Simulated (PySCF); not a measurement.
**ClF: bond curves at several levels of theory**

An exercise on one series of results from a longer session: the logs are not shown, and one member is left open.

Computed with PySCF 2.14.0. Level: Cl def2-TZVPPD, F def2-TZVPPD, no relativity.

The first run:

A driver script around PySCF takes these settings:

```
atoms                         : Cl, F
charge                        : 0
basis                         : Cl def2-TZVPPD, F def2-TZVPPD
Hamiltonian                   : no relativity
basis functions               : 91
electrons treated             : 26
masses in u                   : 34.9689, 18.9984
levels                        : PBE0, PBE, r²SCAN, B3LYP, LDA, M06, TPSSh, r²SCANh, ωB97X-V, HF, MP2, SCS-MP2, CCSD, CCSD(T)
grid                          : 80 radial by 434 angular points
occupations                   : held fixed by the projection of orbital angular momentum
dissociation limit            : Cl + F, each in its ground configuration
starting distance in angstrom : 1.585
values of 2S to try           : 0, 2
```

On the command line:

```console
> OMP_NUM_THREADS=2 python dia.py task.json out
```

Among the steps run: Input; The PBE0 curve of the state that the search chose; Other states along the same grid; PBE; r²SCAN; B3LYP; LDA; M06 (hybrid meta-GGA); TPSSh; r²SCANh (hybrid meta-GGA); ωB97X-V (range-separated hybrid); RHF (mean field); Adding correlation.

One table of the session follows, with a row left open; its other results are not shown here.

Energy (eV) from each level's lowest point:

| R (Å) | RHF | RHF-MP2 | RHF-SCS-MP2 | RHF-CCSD | RHF-CCSD(T) |
| --- | --- | --- | --- | --- | --- |
| 1.395 | 0.963 | 1.288 | 1.316 | n/a | n/a |
| 1.460 | 0.363 | 0.591 | 0.613 | 0.569 | 0.619 |
| 1.525 | 0.071 | 0.200 | 0.214 | 0.186 | 0.218 |
| 1.573 | 0.000 | 0.053 | 0.060 | 0.046 | 0.063 |
| 1.622 | ? | ? | ? | ? | ? |
| 1.671 | 0.125 | 0.020 | 0.012 | 0.026 | 0.009 |
| 1.736 | 0.342 | 0.130 | 0.109 | 0.143 | 0.100 |
| 1.817 | 0.709 | 0.359 | 0.321 | 0.378 | 0.301 |
| 1.914 | 1.231 | 0.711 | 0.651 | 0.735 | 0.609 |
| 2.044 | 1.983 | 1.227 | 1.134 | n/a | n/a |

Estimate the missing values for R (Å) = 1.622.

Worked estimate for «RHF». A straight line through the neighbours (1.573, 0.000) and (1.671, 0.125) gives 0.000 + (0.125 − 0.000) × (1.622 − 1.573) / (1.671 − 1.573) = 0.063; a parabola fitted to 4 rows on both sides gives 0.027.

**Answer.** RHF: 0.025; RHF-MP2: 0.000; RHF-SCS-MP2: 0.000; RHF-CCSD: 0.000; RHF-CCSD(T): 0.000. In «RHF» the line misses by +0.038 and the parabola by +0.002.
